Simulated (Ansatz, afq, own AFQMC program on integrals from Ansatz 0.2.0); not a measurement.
## Where AFQMC and coupled cluster stand for AlBH₂, singlet

```csv
atom,x (Å),y (Å),z (Å)
B,0.0000,0.0000,1.7315
Al,0.0000,0.0000,-0.5881
H,0.0000,-1.3671,-1.4148
H,0.0000,1.3671,-1.4148
```

Connectivity, by distances: B–AlH2.

Basis cc-pVDZ. Noble-gas cores (and the filled d shells of Ga–Kr and In–Xe) are frozen. Ansatz 0.2.0 and our own AFQMC program on the same integrals; the CISD trial comes from CCSD amplitudes, and released means the phaseless constraint is let go. ± is one standard error of the sampling.

Determinant: RHF, the one that the program's search chose, which needn't be the lowest solution. The geometry is a PBE0/def2-TZVP stationary point of this or a neighbouring charge and spin state.

No full CI on the walks' own integrals is used here; CCSDT(Q) serves as the reference and is uncertain by about the last step of the cluster series.

Cautions: higher spins were not checked; restricted determinant unstable towards unrestricted (UHF 540 meV lower, ⟨S²⟩ 0.85); the ph-AFQMC/CISD walk drifts between its halves (2.1 errors).

The T1 diagnostic is 0.0158. The weight of the determinant in the CISD state is 0.858. The size of the correlated space is 8 electrons in 36 orbitals.

```csv
level,correlation energy (eV)
MP2,-3.1667
CCSD,-4.3794
CCSD(T),-4.4809
```

(1) Estimate where phaseless AFQMC with the Hartree–Fock trial lies against CCSD(T) on the same integrals.

(1) 6.1 ± 3.3 kJ/mol above CCSD(T). The gap is under twice the noise, so this walk alone can't tell the two apart.

Reference: CCSDT(Q), correlation energy -4.519 eV. The released energy is read at 2.40 1/Eh (meV from the phaseless value at times in 1/Eh: 1 ± 9 at 0.24, 4 ± 9 at 0.51, -11 ± 13 at 0.99, -27 ± 15 at 1.62, -8 ± 16 at 2.40).

```csv
level,E − E(reference) (kJ/mol),share of correlation (%)
CCSD(T),3.7,99.15
CCSDT,0.7,99.84
ph-AFQMC/HF,9.8 ± 3.3,97.75
ph-AFQMC/CISD,1.1 ± 0.9,99.76
released AFQMC,0.3 ± 1.6,99.94
```

A walk keeps the symmetry of its determinant, which the program's search chose and which needn't be the lowest solution, so a lower state of the same spin and another symmetry isn't excluded. Released energies are given only where the last usable release times agree within the noise; a slower fall can still hide under it.
